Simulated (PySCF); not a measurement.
PySCF input file for Si2, SMILES [Si]=[Si] (connectivity only; charge and spin as stated), neutral, multiplicity 3, PBE0-D3(BJ)/def2-TZVPD. Geometry optimised at PBE0-D3(BJ)/def2-TZVPD.

```python
import numpy as np
from pyscf import gto, scf, dft
from pyscf.hessian import thermo

mol = gto.M(
    atom='''
    Si    0.00000000    0.00000000   -1.12628199
    Si    0.00000000    0.00000000    1.12628199
    ''',
    basis='def2-TZVPD',
    charge=0,
    spin=2,
    max_memory=1600,
    verbose=3,
)
mf = dft.UKS(mol, xc='pbe0').density_fit(auxbasis='def2-universal-jkfit')
mf.disp = 'd3bj'
mf.grids.level = 3
mf.conv_tol = 1e-11
mf.max_cycle = 100
mf.kernel()
fine, coarse = mf.grids, dft.Grids(mol).set(level=1).build(with_non0tab=True)
for _ in range(3):  # follow internal instabilities
    mf.grids = coarse
    mo, _, stable, _ = mf.stability(return_status=True, nroots=4)
    mf.grids = fine
    if stable:
        break
    mf.kernel(mf.make_rdm1(mo, mf.mo_occ))

# [left out here: the lines that compute and print the analytic Hessian (its translational invariance restored by hand, since the grid's response is missing), thermochemistry and intensities]
```

Program output:

```

WARN: HOMO -0.187694996918097 >= LUMO -0.187694996918099

converged SCF energy = -578.624430373976  <S^2> = 2.0080022  2S+1 = 3.0053301
<class 'pyscf.df.df_jk.DFUKS'> wavefunction is stable in the internal stability analysis

WARN: DFTD3 does not support analytical Hessian, using finite difference


WARN: Mole.unit (angstrom) is changed to Bohr

Mode                                 0
Irrep
Freq [cm^-1]                      519.7242
Reduced mass [au]                  28.0850
Force const [Dyne/A]                4.4696
Char temp [K]                     747.7674
Normal mode                   x     y     z
       0  Si                 0.00  0.00 -0.13
       1  Si                 0.00  0.00  0.13
temperature 298.1500 [K]
pressure 101325.00 [Pa]
Rotational constants [GHz] inf 7.09281 7.09281
Symmetry number 2
Zero-point energy (ZPE) 0.00118 [Eh]   3108.641 [J/mol]
                           tot       elec      trans        rot        vib
Entropy [J/mol/K]       229.559      9.134    158.987     58.884      2.555
Cv [J/mol/K]             25.833      0.000     12.472      8.314      5.047
Cp [J/mol/K]             34.148      0.000     20.786      8.314      5.047
Internal energy [J/mol]                      3718.434   2478.956   3659.787
Internal energy [Eh]   -578.62068  -578.62443
Enthalpy [J/mol]                             6197.391   2478.956   3659.787
Enthalpy [Eh]          -578.61973
Gibbs free energy [J/mol]                  -41204.453 -15077.208   2898.088
Gibbs free energy [Eh] -578.64580
mode   freq/cm-1   IR/(km/mol)
   1      519.72         0.000
max |gradient| / (hartree/bohr): 5.969312100637431e-07
APT charges: [0. 0.]
```

Self-consistency was reached.

Cost: around 30 core-seconds (rough).
